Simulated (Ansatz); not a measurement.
C5H7N (`C#CC(N)C=C`), relaxed with RKS PBE0-D4/def2-TZVP in Ansatz 0.2.0 from a PBE-D4/def2-SVP geometry. The force threshold is 0.005 eV/Å; the program also tests the step.

The species carries charge 0 and has multiplicity 1.

Start:

```xyz
13

C     2.162    0.996    1.303
C     1.322    0.511    0.559
C     0.313   -0.056   -0.349
N     0.742   -1.388   -0.802
C    -1.019   -0.189    0.367
C    -2.137    0.457    0.000
H     2.901    1.422    1.966
H     0.172    0.687   -1.180
H     0.104   -1.703   -1.545
H     1.678   -1.322   -1.223
H    -1.011   -0.890    1.219
H    -3.086    0.322    0.542
H    -2.143    1.153   -0.856
```

By how much does the energy fall, and how many steps does the optimiser take? (Estimate.)

Ansatz gave: 8.19 kJ/mol, in 10 steps.

Which bonds change most? (An estimate is asked.)

The calculation gave: C1–C2 from 1.222 to 1.200 Å; C3–H8 from 1.123 to 1.102 Å; C5–C6 from 1.342 to 1.323 Å; C6–H13 from 1.104 to 1.086 Å.

Give the relaxed structure. (Best estimate.)

Ansatz gave: 
```xyz
13

C     2.145    0.977    1.287
C     1.316    0.512    0.554
C     0.304   -0.042   -0.344
N     0.732   -1.359   -0.808
C    -1.012   -0.180    0.371
C    -2.118    0.443   -0.004
H     2.877    1.387    1.940
H     0.167    0.685   -1.161
H     0.104   -1.682   -1.534
H     1.666   -1.312   -1.195
H    -1.003   -0.856    1.221
H    -3.052    0.310    0.529
H    -2.126    1.116   -0.856
```
